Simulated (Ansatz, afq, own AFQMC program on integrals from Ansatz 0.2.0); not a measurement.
AlNH$_{2}$, singlet: AFQMC among the cluster methods

```xyz
4

Al    0.0000    0.0000    0.6062
N     0.0000    0.0000   -0.9563
H     0.0000    0.7154   -1.4692
H     0.0000   -0.7154   -1.4692
```

Connectivity, by distances: Al–NH2.

Basis cc-pVDZ. Noble-gas cores (and the filled d shells of Ga–Kr and In–Xe) are frozen. AFQMC by an in-house program on the Cholesky factors that Ansatz 0.2.0 writes for its CCSD(T) run. ph-AFQMC/CISD is guided by a CISD state made of CCSD amplitudes; releasing the constraint for a short imaginary time cuts its bias at the price of noise, slowly where states lie close. Error bars are statistical, one sigma.

Determinant: UHF, the one that the program's search chose, which needn't be the lowest solution. The geometry is a point of a scan.

No full CI on the walks' own integrals is used here; CCSDT(Q) serves as the reference and is uncertain by about the last step of the cluster series.

Cautions: the determinant is a saddle point among determinants of its kind.

The T1 diagnostic is 0.0123, the weight of the determinant in the CISD state is 0.887 and the ⟨S²⟩ of the determinant is 0.000. The size of the correlated space is 10 electrons in 36 orbitals.

```csv
level,correlation energy (eV)
MP2,-5.8412
CCSD,-6.4778
CCSD(T),-6.6247
```

Q: Estimate where phaseless AFQMC with a CISD trial lies against CCSD(T) on the same integrals.

A: 1.3 ± 1.0 kJ/mol below CCSD(T). The gap is under twice the noise, so this walk alone can't tell the two apart.

Reference: CCSDT(Q), correlation energy -6.650 eV. The released energy is read at 2.40 1/Eh (meV from the phaseless value at times in 1/Eh: 2 ± 13 at 0.24, -1 ± 9 at 0.51, 2 ± 11 at 0.99, -17 ± 12 at 1.62, -14 ± 14 at 2.40).

```csv
level,E − E(reference) (kJ/mol),share of correlation (%)
CCSD(T),2.5,99.62
CCSDT,1.3,99.80
ph-AFQMC/CISD,1.1 ± 1.0,99.82
released AFQMC,-0.2 ± 1.4,100.03
```

A walk keeps the symmetry of its determinant, which the program's search chose and which needn't be the lowest solution, so a lower state of the same spin and another symmetry isn't excluded. Released energies are given only where the last usable release times agree within the noise; a slower fall can still hide under it.
